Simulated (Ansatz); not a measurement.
A calculation with Ansatz (development build ahead of 0.2.0).

```yaml
crystal:
  periodic: [false, false, false]
  atoms:
    - { symbol: C, position_ang: [-0.04668, -0.01645, -0.48516] }
    - { symbol: C, position_ang: [-0.04162, -0.0157, 0.79908] }
    - { symbol: H, position_ang: [-0.04845, -0.9506, -1.01957] }
    - { symbol: H, position_ang: [-0.0062, 0.98912, -1.00372] }
basis:
  gaussian: { orbitals: STO-3G }
hamiltonian:
  xc: hf
correlation:
  method: mp2
  frozen_orbitals: { C: 1, H: 0 }
```

The input is written out in the form of the current development build from the run's settings.

Results

| Item | Value |
| --- | --- |
| Converged | yes |
| Reference energy | -75.78484 hartree |
| Correlation energy | -0.10356 hartree |
| Total energy | -75.88839 hartree |
| Spin squared of the determinant | 0.000 |
